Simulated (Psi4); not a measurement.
Psi4 input (wB97X-D/6-311+G**):

```
memory 1500 MB

molecule {
0 2
Al   -0.00383302    0.77670458    0.02693831
Cl    1.82205043   -0.28761349   -0.02117671
Cl   -1.81911930   -0.30633707    0.00057682
symmetry c1
no_reorient
no_com
}

set {
  basis 6-311+G**
  reference uks
  scf_type pk
  dft_radial_points 99
  dft_spherical_points 590
  e_convergence 1e-8
  d_convergence 1e-7
  maxiter 150
}

e = energy('wb97x-d')
print_out(f'\nFINAL {e:.10f} DIPOLE {variable("CURRENT DIPOLE")[0]:.6f} {variable("CURRENT DIPOLE")[1]:.6f} {variable("CURRENT DIPOLE")[2]:.6f}\n')
```

Predict the final energy.

-1162.93948 Eh.
